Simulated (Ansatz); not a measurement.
`B[CH2][AlH2]` + H₂O → `[OH][AlH2]` + `BC` at 700 K and 1 bar (formal hydrolysis of the Al–C bond).

Calculated with Ansatz (gas phase, PBE0-D4/def2-TZVP geometries, no zero-point term in ΔE). CCSD(T)/CBS is the MP2 limit (def2-TZVPP, def2-QZVPP) plus CCSD(T) − MP2 in def2-TZVPP, frozen cores. This one scheme is used for every species.

```
       species  CCSD(T)/CBS energy (Eh)  H − E (kJ/mol)  S (J/(mol·K))
`B[CH2][AlH2]`               -308.44554           222.9          406.9
           H₂O                -76.37941            80.5          218.4
  `[OH][AlH2]`               -319.03157           111.2          312.7
          `BC`                -65.83255           189.6          311.0
```

H − E and S are ideal-gas, rigid-rotor, harmonic terms from PBE0-D4/def2-TZVP. 1 Eh = 2625.50 kJ/mol, R = 8.31446 J/(mol·K).

By hand: ΔE, ΔH, ΔS and ΔG.

ΔE = (-319.03157) + (-65.83255) − (-308.44554) − (-76.37941) = -0.03917 Eh = -102.8 kJ/mol. Δ(H − E) = 111.2 + 189.6 − 222.9 − 80.5 = -2.6, so ΔH = -105.4 kJ/mol. ΔS = 312.7 + 311.0 − 406.9 − 218.4 = -1.6 J/(mol·K). ΔG = -105.4 − 700 × (-1.6)/1000 = -104.3 kJ/mol.

By hand: the equilibrium constant, and the temperature at which ΔG would vanish if ΔH and ΔS stayed fixed.

log₁₀ K = −ΔG/(RT ln 10) = 7.8. ΔG = 0 at ΔH/ΔS = 65875 K, far beyond where these terms or the molecules hold.

The number of gas molecules stays the same, so ΔS is small and ΔH decides. A doubt of 5 kJ/mol in ΔE shifts log₁₀ K by 0.4 here. Modes under 60 cm⁻¹, often nearly free rotors, make the harmonic entropy too high. These are equilibria of isolated gas molecules and say nothing of rates. Largest T1 diagnostic: 0.012 (customary marks: 0.02 for closed shells, 0.045 for open ones).
